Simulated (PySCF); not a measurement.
Molecule: `CCC(C)=O`, C$_{4}$H$_{8}$O.

Molfile (atoms numbered from 1):
```
C4H8O
     RDKit          3D

 13 12  0  0  0  0  0  0  0  0999 V2000
   -1.8214   -0.1245    0.8404 C   0  0  0  0  0  0  0  0  0  0  0  0
   -0.4456   -0.5546    0.3742 C   0  0  0  0  0  0  0  0  0  0  0  0
    0.4901    0.6064    0.1007 C   0  0  0  0  0  0  0  0  0  0  0  0
    1.8957    0.2521   -0.3218 C   0  0  0  0  0  0  0  0  0  0  0  0
    0.1288    1.7533    0.2127 O   0  0  0  0  0  0  0  0  0  0  0  0
   -2.4640   -0.9952    1.0360 H   0  0  0  0  0  0  0  0  0  0  0  0
   -1.7545    0.4719    1.7616 H   0  0  0  0  0  0  0  0  0  0  0  0
   -2.3113    0.5066    0.0854 H   0  0  0  0  0  0  0  0  0  0  0  0
   -0.5025   -1.1554   -0.5520 H   0  0  0  0  0  0  0  0  0  0  0  0
    0.0444   -1.2192    1.1082 H   0  0  0  0  0  0  0  0  0  0  0  0
    2.3902   -0.3510    0.4561 H   0  0  0  0  0  0  0  0  0  0  0  0
    1.8796   -0.3595   -1.2378 H   0  0  0  0  0  0  0  0  0  0  0  0
    2.4708    1.1691   -0.4995 H   0  0  0  0  0  0  0  0  0  0  0  0
  1  2  1  0
  2  3  1  0
  3  4  1  0
  3  5  2  0
  1  6  1  0
  1  7  1  0
  1  8  1  0
  2  9  1  0
  2 10  1  0
  4 11  1  0
  4 12  1  0
  4 13  1  0
M  END
```

Geometry PBE0-D3(BJ)/def2-SVP throughout; GIAO in PySCF 2.14, gas phase, one conformer, non-relativistic; equivalent atoms averaged; basis pcSseg-2.

For orientation, BHandHLYP gives these absolute shieldings σ: C3 -34.7, C2 146.1, C4 153.7, C1 174.7, O5 -334.0, H9/H10 29.17, H11/H12/H13 29.39, H6/H7/H8 30.42 ppm.

A run gave: C3 -30.4, C2 144.6, C4 152.8, C1 173.8, O5 -318.3, H9/H10 28.96, H11/H12/H13 29.30, H6/H7/H8 30.40 ppm (absolute shieldings σ).

Q: Which functional was used in that run?
A. KT3
B. mPW1PW91
C. B97-2
D. B3LYP

A: C. O5 tells them apart best: B97-2 gives -318.3, KT3 gives -282.4, B3LYP gives -334.8, mPW1PW91 gives -336.8 ppm.
